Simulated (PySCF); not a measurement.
# B2H, doublet along the scale of all distances

Starting geometry (PBE0/def2-TZVP stationary point for this spin, not checked as a minimum):

```xyz
3

B     0.0000    0.0000    0.1151
B     0.0000    0.0000   -1.4076
H     0.0000    0.0000    1.2925
```

From there all distances are scaled together; atoms are numbered as listed. Energies are in kcal/mol, counted from the starting geometry at the same level.

Basis 6-31G; PySCF 2.14.0. Only valence electrons are correlated (noble-gas cores frozen). Prefix R: restricted or restricted open-shell reference.

The determinant at some points fills πx and πy unequally, so it is a mixture of Σ and Δ, which weighs on every level built on one determinant. The reference follows the lowest state, whose symmetry changes along the scan.

Full CI is exact within this basis and frozen core; it isn't the basis-set limit.

```csv
scale of all distances,RCCSD(T)
0.882,33.3
1.000,0.0
1.118,4.7
1.297,21.8
1.475,48.7
1.751,81.9
1.969,96.2
2.361,110.4
```

Problem. Estimate the full CI curve in 6-31G from this one, knowing how RCCSD(T) errs.

Solution. The computed full CI values, in kcal/mol from the starting point, and the error of RCCSD(T) against them:
| scale of all distances | full CI | RCCSD(T) less full CI |
| --- | --- | --- |
| 0.882 | 33.2 | 0.0 |
| 1.000 | 0.0 | 0.0 |
| 1.118 | 6.7 | -1.9 |
| 1.297 | 23.5 | -1.7 |
| 1.475 | 49.4 | -0.7 |
| 1.751 | 82.5 | -0.6 |
| 1.969 | 97.9 | -1.7 |
| 2.361 | 113.4 | -2.9 |

Full CI's occupations show more than one leading determinant at 0.882, 1.000, 2.361.

The error spans 3.0 kcal/mol and is largest, -2.9 kcal/mol, at 2.361.
